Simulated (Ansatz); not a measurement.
**B2H (quartet): the correlation ladder at scale of all distances = 2.038, 6-31G**

Aim: climb from Hartree-Fock through coupled cluster and multireference methods for B2H (quartet) at one geometry and basis, and see what each rung misses.

The runs use Ansatz 0.2.0, Gaussian basis; 6-31G, core rule «outside noble gas», up to 2 orbitals frozen.

Plan: UHF; CCSD(T) on ROHF; CCSD(T) on UHF; BCCD(T) on ROHF; CISD; CCSDT(Q) on ROHF; CCSDT(Q) on UHF; CISDTQ; CCSDTQ on ROHF; CCSDTQ on UHF; CASSCF and MRCISD+Q, 5 electrons in 5 orbitals; CASSCF and NEVPT2, 5 electrons in 5 orbitals; CASSCF and MRCISD+Q, 7 electrons in 9 orbitals; CASSCF and NEVPT2, 7 electrons in 9 orbitals; Full CI.

14 further runs of the same task are left out: 14 that didn't finish.

**1. What is computed**

The geometry derives from a PBE0/def2-TZVP stationary point (not a proven minimum). All distances are scaled together.

3 atoms, charge 0, spin multiplicity 4.

Atoms are counted from 1 here; the program's logs count them from 0.

No contacts short enough for the rule that draws bonds.

**2. UHF**

in.yaml reads:

```yaml
crystal:
  periodic: [false, false, false]
  atoms:
    - {symbol: B, position_ang: [0.000000, 0.000000, 0.232454]}
    - {symbol: B, position_ang: [0.000000, 0.000000, -2.866176]}
    - {symbol: H, position_ang: [0.000000, 0.000000, 2.633722]}
basis:
  gaussian: {orbitals: 6-31G}
magnetization: {spin_polarized: true, initial_magnetization: 3}
hamiltonian: {xc: hf}
output: {orbitals: {seedname: orbitals}}
```

Command:

```sh
$ ansatz run in.yaml --threads 1 --pin off --events-out ev --progress --plain --max-ram 2393MiB
```

Further steps of the session: CCSD(T) on ROHF; CCSD(T) on UHF; BCCD(T) on ROHF; CISD; CCSDT(Q) on ROHF; CCSDT(Q) on UHF; CISDTQ; CCSDTQ on ROHF; CCSDTQ on UHF; CASSCF and MRCISD+Q, 5 electrons in 5 orbitals; CASSCF and NEVPT2, 5 electrons in 5 orbitals; CASSCF and MRCISD+Q, 7 electrons in 9 orbitals; CASSCF and NEVPT2, 7 electrons in 9 orbitals; Full CI.

Q: Predict the results of all the runs planned. Wanted: FCI below the RHF energy; RMP2 from FCI; UMP2 from FCI; RCCSD from FCI; RCCSD(T) from FCI; UCCSD(T) from FCI; RCCSDT(Q) from FCI; UCCSDT(Q) from FCI; NEVPT2 pair from FCI.

The runs gave:

```
                         quantity                                                                                             value
         FCI below the RHF energy                                                                                        -2.5033 eV
                    RMP2 from FCI                                                                                       +1168.7 meV
                    UMP2 from FCI                                                                                       +1168.3 meV
                   RCCSD from FCI                                                                                         +90.9 meV
                RCCSD(T) from FCI                                                                                         +54.2 meV
                UCCSD(T) from FCI                                                                                         +54.4 meV
               RCCSDT(Q) from FCI                                                                                          +1.8 meV
               UCCSDT(Q) from FCI                                                                                          +1.5 meV
             NEVPT2 pair from FCI                                                                                       +1009.3 meV
          NEVPT2 valence from FCI                                                                                        +215.7 meV
        MRCISD+Q valence from FCI                                                                                          +6.3 meV
levels within 1 kcal/mol (43 meV)  RCCSDT, UCCSDT, CISDTQ, RCCSDT(Q), UCCSDT(Q), RCCSDTQ, UCCSDTQ, MRCISD valence, MRCISD+Q valence
                    T1 diagnostic                                                                                             0.029
   effectively unpaired electrons                                                                                              3.21
```

**Reading.** RCCSD(T) misses by +54.2 meV, 2.2 % of the correlation energy. The occupations show some static correlation. Of the multireference levels listed MRCISD+Q valence comes nearest in total energy (+6.3 meV), which doesn't show that its space is the better one. These misses are within one basis, not against nature; the frozen cores of restricted and unrestricted runs differ, which can shift their rows.
